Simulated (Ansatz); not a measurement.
# AlHO₂: one species, many methods

How much do the methods differ for AlHO₂? The plan is to run it at one geometry with functionals of several rungs and with coupled cluster, and see how far each lands from CCSD(T) at the basis-set limit for the atomisation energy.

Method: functionals in def2-TZVPP, the program's frozen cores in correlated methods; program: Ansatz 0.2.0, Gaussian basis.

Plan: LDA (SPW92), PBE-D4, revPBE-D4, BLYP-D4, r2SCAN-D4, B97M-V, PBE0-D4, B3LYP-D4, r2SCANh-D4, r2SCAN0-D4, HSE06-D4, BHLYP-D4, CAM-B3LYP-D4, LC-ωPBE, ωB97X-V, ωB97M-V, B2PLYP, PBE-QIDH; CCSD(T)/def2-SVP; CCSD(T)/def2-TZVPP; CCSD(T)/def2-QZVPP; extrapolation to the limit; RPA on PBE.

## 1. The geometry

An earlier PBE0-D4 in a triple-zeta def2 set relaxation fixed the geometry.

SMILES `[O]=[Al][OH]`, 4 atoms, charge 0, spin multiplicity 1.

Atoms are counted from 1 here; the program's logs count them from 0.

Bond lengths: O1–Al2 1.595 Å, Al2–O3 1.666 Å, O3–H4 0.954 Å. Angles: O1–Al2–O3 177.4°, Al2–O3–H4 132.2°.

## 2. LDA

This LDA is Slater exchange with PW92 correlation.

Contents of in.yaml:

```yaml
crystal:
  periodic: [false, false, false]
  atoms:
    - {symbol: O, position_ang: [-1.634135, -1.286561, -0.719198]}
    - {symbol: Al, position_ang: [-0.415858, -0.428866, -0.149207]}
    - {symbol: O, position_ang: [0.880153, 0.405964, 0.483021]}
    - {symbol: H, position_ang: [1.169839, 1.309462, 0.385384]}
basis:
  gaussian: {orbitals: def2-TZVPP}
hamiltonian: {xc: lda}
output: {orbitals: {seedname: orbitals}}
```

Run with:

```console
> ansatz run in.yaml --threads 4 --pin off --events-out ev --progress --plain --max-ram 10444MiB
```

The runs that follow: PBE-D4 (GGA); revPBE-D4 (GGA); BLYP-D4 (GGA); r2SCAN-D4 (meta-GGA); B97M-V (meta-GGA); PBE0-D4 (hybrid); B3LYP-D4 (hybrid); r2SCANh-D4 (hybrid); r2SCAN0-D4 (hybrid); HSE06-D4 (hybrid); BHLYP-D4 (hybrid); CAM-B3LYP-D4 (range-separated); LC-ωPBE (range-separated); ωB97X-V (range-separated); ωB97M-V (range-separated); B2PLYP (double hybrid); PBE-QIDH (double hybrid); CCSD(T) in def2-SVP; CCSD(T) in def2-TZVPP; CCSD(T) in def2-QZVPP; RPA on PBE orbitals.

Before running them: what should the planned runs give, taken together? Wanted: atomisation energy, CCSD(T)/CBS; farthest beyond LDA; mean size of error, GGA; mean size of error, meta-GGA; mean size of error, hybrid; mean size of error, range-separated; mean size of error, double hybrid; gap, smallest and largest; T1 diagnostic.

**Answer**, as computed:

| quantity | value |
| --- | --- |
| atomisation energy, CCSD(T)/CBS | 14.987 eV |
| functionals within 0.075 eV (0.5 %) | r2SCAN-D4 |
| farthest beyond LDA | BHLYP-D4 (-1.485 eV) |
| mean size of error, GGA | 0.229 eV |
| mean size of error, meta-GGA | 0.144 eV |
| mean size of error, hybrid | 0.716 eV |
| mean size of error, range-separated | 0.268 eV |
| mean size of error, double hybrid | 0.394 eV |
| gap, smallest and largest | 2.92 eV (BLYP-D4), 10.20 eV (LC-ωPBE) |
| T1 diagnostic | 0.0237 |
| triples share of the correlation energy | 4.2 % |

What this shows: LDA overbinds by 2.598 eV (17 %). PBE-D4 is off by +0.294 eV. Double hybrids carry the basis error of their MP2 part in triple zeta, and no dispersion term here, so their miss is partly the set-up's. Taken by rung, meta-GGA functionals do best (0.144 eV on average) and hybrid ones worst beyond LDA (0.716 eV). The mean of the hybrids holds BHLYP, with half exact exchange. Misses under about 0.075 eV are within the doubt on the reference itself, which lacks core-valence correlation, relativity and higher excitations. Hartree-Fock recovers 58 % of the binding; the rest is correlation. CCSD(T) in def2-SVP is off by -1.687 eV, more than most functionals: a good method in a small basis is no reference. Orbital gaps span 2.9 to 10.2 eV; exact exchange widens them. T1 = 0.024 passes the customary mark of 0.02 by a little.
